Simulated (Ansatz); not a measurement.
in.yaml

```yaml
crystal:
  periodic: [false, false, false]
  atoms:
    - {symbol: Si, position_ang: [0.000000, 0.000000, 2.088600]}
    - {symbol: Al, position_ang: [0.000000, 0.000000, -0.244867]}
    - {symbol: H, position_ang: [0.000000, 0.000000, -1.843733]}
basis:
  gaussian: {orbitals: cc-pVDZ}
magnetization: {spin_polarized: true, initial_magnetization: 4}
correlation: {method: ccsdt_q, electrons: outside_noble_gas}
```

```sh
$ ansatz run in.yaml --threads 1 --pin off --events-out ev --progress --plain --max-ram 2393MiB
```

The program prints:

```
749 factors; integrals over basis functions are off by at most 1.3e-7 eV
mean field evaluation 1: about -14455.2953 eV, gradient 5.2e0 eV
mean field evaluation 2: about -14455.3000 eV, gradient 5.2e0 eV
mean field evaluation 4: about -14455.7891 eV, gradient 7.1e-1 eV
mean field evaluation 8: about -14455.8177 eV, gradient 3.1e-2 eV
mean field evaluation 16: about -14455.9137 eV, gradient 6.7e-1 eV
mean field evaluation 32: about -14456.6306 eV, gradient 8.3e-2 eV
mean field evaluation 64: about -14456.6309 eV, gradient 3.0e-5 eV
mean field evaluation 96: about -14455.8177 eV, gradient 1.0e-4 eV
mean field evaluation 128: about -14455.8177 eV, gradient 2.6e-2 eV
mean field evaluation 160: about -14456.6309 eV, gradient 1.9e-3 eV
mean field evaluation 192: about -14456.6290 eV, gradient 2.3e-1 eV
mean field -14456.63089577 eV, -531.2713863633 hartree, gradient 6.8e-7 eV, S^2 6.019484; 11 other end points of the search recorded, 0 dependent functions left out
determinant -14456.63089577 eV, -531.2713863633 hartree, with singles and doubles -14460.00182487 eV, -531.3952657226 hartree
determinant -14455.81774216 eV, -531.2415035193 hartree, with singles and doubles -14459.47244817 eV, -531.3758114879 hartree
determinant -14456.63089577 eV, -531.2713863633 hartree, with singles and doubles -14460.00216027 eV, -531.3952780485 hartree
determinant -14455.81774216 eV, -531.2415035193 hartree, with singles and doubles -14459.47303901 eV, -531.3758332009 hartree
10 core orbitals not correlated: weight in the atoms' cores, before any rotation towards them, 1.000 or more for the frozen orbitals, at most 0.000 for the correlated occupied ones
reference -14456.63089577 eV, -531.2713863633 hartree; 6, 2 occupied and 25, 29 virtual orbitals, 749 factors
second order -2.54051456 eV of doubles, -0.00000000 eV of singles
cycle   1  -3.08401702 eV  change   -5.4e-1 eV  update   7.9e-2
cycle   2  -3.43263836 eV  change   -3.5e-1 eV  update   4.2e-2
cycle   3  -3.48860622 eV  change   -5.6e-2 eV  update   2.2e-2
cycle   4  -3.51649227 eV  change   -2.8e-2 eV  update   1.3e-2
cycle   5  -3.51925767 eV  change   -2.8e-3 eV  update   5.8e-3
cycle   6  -3.51829425 eV  change    9.6e-4 eV  update   2.9e-3
cycle   7  -3.51994725 eV  change   -1.7e-3 eV  update   1.3e-3
cycle   8  -3.52112788 eV  change   -1.2e-3 eV  update   6.9e-4
cycle   9  -3.52081914 eV  change    3.1e-4 eV  update   3.4e-4
cycle  10  -3.52068167 eV  change    1.4e-4 eV  update   1.5e-4
cycle  11  -3.52077661 eV  change   -9.5e-5 eV  update   6.4e-5
cycle  12  -3.52083689 eV  change   -6.0e-5 eV  update   3.1e-5
cycle  13  -3.52085728 eV  change   -2.0e-5 eV  update   1.3e-5
cycle  14  -3.52085013 eV  change    7.1e-6 eV  update   6.2e-6
cycle  15  -3.52084109 eV  change    9.0e-6 eV  update   3.0e-6
cycle  16  -3.52083990 eV  change    1.2e-6 eV  update   1.3e-6
cycle  17  -3.52083964 eV  change    2.6e-7 eV  update   6.4e-7
perturbative correction -0.00699069 eV, -0.0002569030 hartree
Total energy: -14460.15872610 eV, -531.4010317365 hartree
```

Ran on 1 thread of Arm Neoverse V1, shared host: 7.5 s wall, 0.14 GiB peak host memory.
